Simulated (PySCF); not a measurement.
# Spin states of BN⁺

Unrestricted PBE0; B 6-311G(d,p), N 6-311G(d,p); no relativity (PySCF 2.14). Outer shells of the fragments: B+ 2s2; N 2s2 2p3.

Followed along the bond (rough minima from three points):

```json
{"2Ms+1": "4", "unpaired": "σ ↑, π ↑↑", "⟨S²⟩ at the start": "3.76", "R at minimum (Å)": "1.44", "Te (eV)": "0.00"}
{"2Ms+1": "2", "unpaired": "σ ↓, π ↑↑", "⟨S²⟩ at the start": "1.76", "R at minimum (Å)": "1.45", "Te (eV)": "0.32"}
{"2Ms+1": "2", "unpaired": "σ ↑, π ↑↓", "⟨S²⟩ at the start": "1.76", "R at minimum (Å)": "1.44", "Te (eV)": "0.66"}
```

Solutions found at the starting distance of 1.570 Å, counted from the lowest of them; the search is not exhaustive and high or unbound solutions are not listed, so other states can lie among these:

```
2Ms+1   unpaired   term  E (eV)  ⟨S²⟩  ⟨Lz²⟩  μ (D)
    4  σ ↑, π ↑↑    ⁴Σ⁻    0.00  3.76   0.00  -3.06
    2  σ ↓, π ↑↑  mixed    0.32  1.76   0.00  -3.18
    2  σ ↑, π ↑↓  mixed    0.68  1.76   2.01  -3.05
    2        π ↑     ²Π    1.96  0.79   1.02  -4.31
    2        σ ↑  mixed    2.17  0.76   2.00  -2.86
    4  σ ↑↑, π ↑     ⁴Π    2.65  3.75   1.02  -2.54
```

A term symbol is given only where ⟨S²⟩ and ⟨Lz²⟩ are close to those of a pure state; real π, δ and φ orbitals otherwise mix terms. A positive dipole points towards N; it is taken about the centre of mass and depends on that origin.
